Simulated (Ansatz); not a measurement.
**AlF₂ (doublet): B2PLYP over vertical spin and charge gaps, def2-QZVPP**

Aim: run AlF₂ (doublet) with these functionals over vertical spin and charge gaps, and hold them against the top wave-function level at the same points.

The runs use Ansatz 0.2.0, Gaussian basis; def2-QZVPP, all electrons in the functionals, frozen cores in the correlation of double hybrids and RPA.

To be run: B2PLYP, at charge 0, doublet; charge 0, quartet; charge 1, singlet; charge 1, triplet.

2 further runs of the same task are left out: 2 set aside as unsound or not needed.

### 1 The geometry

The geometry is a PBE0/def2-TZVP stationary point (not a proven minimum).

3 atoms, charge 0, spin multiplicity 2.

Atoms are counted from 1 here; the program's logs count them from 0.

Bond lengths: Al1–F2 1.647 Å, Al1–F3 1.647 Å. Angles: F2–Al1–F3 119.7°.

No dispersion term is added.

The geometry shown and the zero of energy belong to the point charge 0, doublet. The yardstick, UCCSD(T), and other wave-function levels (R restricted, U unrestricted, valence and pair active spaces) come from earlier runs.

### 2 B2PLYP, charge 0, doublet

The input, in.yaml:

```yaml
crystal:
  periodic: [false, false, false]
  atoms:
    - {symbol: Al, position_ang: [0.000000, -0.483815, 0.000000]}
    - {symbol: F, position_ang: [0.000000, 0.343557, -1.423547]}
    - {symbol: F, position_ang: [0.000000, 0.343557, 1.423547]}
basis:
  gaussian: {orbitals: "def2-QZVPP.json"}
magnetization: {spin_polarized: true, initial_magnetization: 1}
hamiltonian: {xc: {name: B2PLYP}}
correlation: {electrons: outside_noble_gas}
```

Launch:

```bash
ansatz run in.yaml --threads 1 --pin off --events-out ev --progress --plain --max-ram 2393MiB
```

The log of the run:

```text
Functional definition: B2PLYP
  name "B2PLYP"
  cite "Grimme, J. Chem. Phys. 124, 034108 (2006) doi:10.1063/1.2148954"
  cite "Becke, Phys. Rev. A 38, 3098 (1988) doi:10.1103/PhysRevA.38.3098"
  cite "Lee, Yang & Parr, Phys. Rev. B 37, 785 (1988) doi:10.1103/PhysRevB.37.785"
  parameter a = 0.53
  parameter c = 0.27
  exchange = (1 - a)*b88_x + a*exact_x
  correlation = (1 - c)*lyp_c + c*(mp2_os + mp2_ss)
1130 factors; integrals over basis functions are off by at most 7.4e-4 eV
mean field evaluation 1: about -12021.9469 eV, gradient 3.6e1 eV
mean field evaluation 2: about -12021.9782 eV, gradient 3.6e1 eV
mean field evaluation 4: about -12026.0683 eV, gradient 1.3e0 eV
mean field evaluation 8: about -12026.1052 eV, gradient 5.2e-2 eV
mean field evaluation 16: about -12026.1052 eV, gradient 7.5e-5 eV
mean field -12026.10524936 eV, -441.9512163270 hartree, gradient 2.2e-6 eV, S^2 0.751077; 0 other end points of the search recorded, 0 dependent functions left out
7 core orbitals not correlated: weight in the atoms' cores, before any rotation towards them, 1.000 or more for the frozen orbitals, at most 0.000 for the correlated occupied ones
reference -12026.10537649 eV, -441.9512209990 hartree; 9, 8 occupied and 168, 169 virtual orbitals, 1130 factors
second order -19.59210063 eV of doubles, -0.00000000 eV of singles
Total energy: -12031.39524366 eV, -442.1456200318 hartree
```

Wall time 9 s (1 thread of Arm Neoverse V2, shared host); peak memory 0.4 GiB.

From the report: ⟨S²⟩ of the determinant 0.751 (pure doublet: 0.75).

### 3 B2PLYP, charge 0, quartet

in.yaml, as its differences from that of step 2:

```diff
@@ -8,3 +8,3 @@
   gaussian: {orbitals: "def2-QZVPP.json"}
-magnetization: {spin_polarized: true, initial_magnetization: 1}
+magnetization: {spin_polarized: true, initial_magnetization: 3}
 hamiltonian: {xc: {name: B2PLYP}}
```

Same command.

The log of the run (excerpt; [...] marks lines left out):

```text
Functional definition: B2PLYP
  name "B2PLYP"
  cite "Grimme, J. Chem. Phys. 124, 034108 (2006) doi:10.1063/1.2148954"
  cite "Becke, Phys. Rev. A 38, 3098 (1988) doi:10.1103/PhysRevA.38.3098"
  cite "Lee, Yang & Parr, Phys. Rev. B 37, 785 (1988) doi:10.1103/PhysRevB.37.785"
[...]
1130 factors; integrals over basis functions are off by at most 7.4e-4 eV
[...]
mean field -12017.27495257 eV, -441.6267089053 hartree, gradient 1.8e-6 eV, S^2 3.753579; 8 other end points of the search recorded, 0 dependent functions left out
7 core orbitals not correlated: weight in the atoms' cores, before any rotation towards them, 1.000 or more for the frozen orbitals, at most 0.000 for the correlated occupied ones
reference -12017.27509093 eV, -441.6267139899 hartree; 10, 7 occupied and 167, 170 virtual orbitals, 1130 factors
second order -17.10257812 eV of doubles, -0.00000000 eV of singles
Total energy: -12021.89278702 eV, -441.7964111913 hartree
```

Wall time 54 s (1 thread of Arm Neoverse V2, shared host); peak memory 0.48 GiB.

From the report: ⟨S²⟩ of the determinant 3.754 (pure quartet: 3.75).

From charge 0, doublet: +916.8 kJ/mol.

### 4 B2PLYP, charge 1, singlet

in.yaml, as its differences from that of step 3:

```diff
@@ -8,3 +8,3 @@
   gaussian: {orbitals: "def2-QZVPP.json"}
-magnetization: {spin_polarized: true, initial_magnetization: 3}
+total_charge: 1
 hamiltonian: {xc: {name: B2PLYP}}
```

Same command.

The log of the run (excerpt; [...] marks lines left out):

```text
Functional definition: B2PLYP
  name "B2PLYP"
  cite "Grimme, J. Chem. Phys. 124, 034108 (2006) doi:10.1063/1.2148954"
  cite "Becke, Phys. Rev. A 38, 3098 (1988) doi:10.1103/PhysRevA.38.3098"
  cite "Lee, Yang & Parr, Phys. Rev. B 37, 785 (1988) doi:10.1103/PhysRevB.37.785"
[...]
1130 factors; integrals over basis functions are off by at most 7.4e-4 eV
[...]
mean field -12016.51869679 eV, -441.5989170179 hartree, gradient 3.7e-6 eV, S^2 0.000000; 0 other end points of the search recorded, 0 dependent functions left out
7 core orbitals not correlated: weight in the atoms' cores, before any rotation towards them, 1.000 or more for the frozen orbitals, at most 0.000 for the correlated occupied ones
reference -12016.51880503 eV, -441.5989209958 hartree; 8, 8 occupied and 169, 169 virtual orbitals, 1130 factors
second order -19.86625882 eV of doubles, -0.00000000 eV of singles
Total energy: -12021.88269491 eV, -441.7960403132 hartree
```

It took 7.5 s on 1 thread of Arm Neoverse V2, shared host; peak memory 0.37 GiB.

From charge 0, doublet: +917.8 kJ/mol.

### 5 B2PLYP, charge 1, triplet

in.yaml, as its differences from that of step 4:

```diff
@@ -9,2 +9,3 @@
 total_charge: 1
+magnetization: {spin_polarized: true, initial_magnetization: 2}
 hamiltonian: {xc: {name: B2PLYP}}
```

Same command.

The log of the run (excerpt; [...] marks lines left out):

```text
Functional definition: B2PLYP
  name "B2PLYP"
  cite "Grimme, J. Chem. Phys. 124, 034108 (2006) doi:10.1063/1.2148954"
  cite "Becke, Phys. Rev. A 38, 3098 (1988) doi:10.1103/PhysRevA.38.3098"
  cite "Lee, Yang & Parr, Phys. Rev. B 37, 785 (1988) doi:10.1103/PhysRevB.37.785"
[...]
1130 factors; integrals over basis functions are off by at most 7.4e-4 eV
[...]
mean field -12011.64602827 eV, -441.4198497527 hartree, gradient 5.5e-6 eV, S^2 2.010134; 8 other end points of the search recorded, 0 dependent functions left out
7 core orbitals not correlated: weight in the atoms' cores, before any rotation towards them, 1.000 or more for the frozen orbitals, at most 0.000 for the correlated occupied ones
reference -12011.64615049 eV, -441.4198542444 hartree; 9, 7 occupied and 168, 170 virtual orbitals, 1130 factors
second order -17.82861203 eV of doubles, -0.00000000 eV of singles
Total energy: -12016.45987574 eV, -441.5967553844 hartree
```

Wall time 51 s (1 thread of Arm Neoverse V2, shared host); peak memory 0.48 GiB.

From the report: ⟨S²⟩ of the determinant 2.010 (pure triplet: 2.00).

From charge 0, doublet: +1441.0 kJ/mol.

### 6 Against the wave-function levels

No level is safe as a reference over these points; UCCSD(T) serves as a yardstick only. It comes from earlier runs at the same points. Energies in kJ/mol, counted from charge 0, doublet; blanks weren't run or aren't comparable.

```csv
level,doublet to quartet,ionisation to the singlet cation,ionisation to the triplet cation
UCCSD(T),903.4,912.2,1462.1
B2PLYP,916.8,917.8,1441.0
```

Largest miss and mean time a point (UCCSD(T) took 6.4 min a point; shared hosts):

```csv
level,largest miss (kJ/mol),where,time a point
B2PLYP,-21.0,ionisation to the triplet cation,30 s
```

### 7 What came out

| quantity | value |
| --- | --- |
| doublet to quartet, UCCSD(T) | 903.4 kJ/mol |
| ionisation to the singlet cation, UCCSD(T) | 912.2 kJ/mol |
| ionisation to the triplet cation, UCCSD(T) | 1462.1 kJ/mol |
| largest miss, B2PLYP | -21.0 kJ/mol (ionisation to the triplet cation) |

What this shows: B2PLYP strays by up to 21.0 kJ/mol, at ionisation to the triplet cation. Functionals and the yardstick converge differently with the basis, so part of each miss in def2-QZVPP is the basis. The yardstick itself may be off where one determinant is a poor start. The program flags that the yardstick's amplitudes may have other solutions at some points.
